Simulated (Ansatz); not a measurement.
This geometry of B₂H₄N (7 atoms, charge 0, multiplicity 2) is a first-order saddle point.

All numbers below come from UKS B3LYP/STO-3G in Ansatz 0.2.0.

```xyz
7
Properties=species:S:1:pos:R:3
B -1.131 0.203 -0.751
N -0.031 -0.003 -0.025
B 1.170 -0.227 0.755
H -1.098 0.093 -1.928
H -2.150 0.499 -0.229
H 1.892 0.676 0.978
H 1.409 -1.309 1.155
```

(1) Which two structures does it join? (They come from a converged band through this point; their orientation in space is the band's.)

(2) How far does it lie above each of them?

Answers

(1) No bond is made or broken.  The two ends are copies of one structure, up to a mirror image or an exchange of like atoms.

Initial state:

```xyz
7
Properties=species:S:1:pos:R:3
B -1.130 0.212 -0.763
N 0.012 -0.025 -0.015
B 1.148 -0.235 0.748
H -1.430 -0.528 -1.631
H -1.799 1.156 -0.527
H 1.422 0.521 1.611
H 1.838 -1.168 0.532
```

Final state:

```xyz
7
Properties=species:S:1:pos:R:3
B -1.135 0.197 -0.760
N 0.019 0.001 -0.019
B 1.155 -0.214 0.745
H -1.080 0.756 -1.798
H -2.168 -0.200 -0.352
H 2.202 0.173 0.363
H 1.069 -0.782 1.775
```

(2) 17.4 kcal/mol above the first and 17.4 kcal/mol above the second. This is the barrier of this one path; another mechanism may lie lower. Limits of this set-up: minimal basis.

Time of the run: 77 s on 1 thread of Intel(R) Xeon(R) 6975P-C (Granite Rapids), on a shared host, peak memory 0.1 GiB.
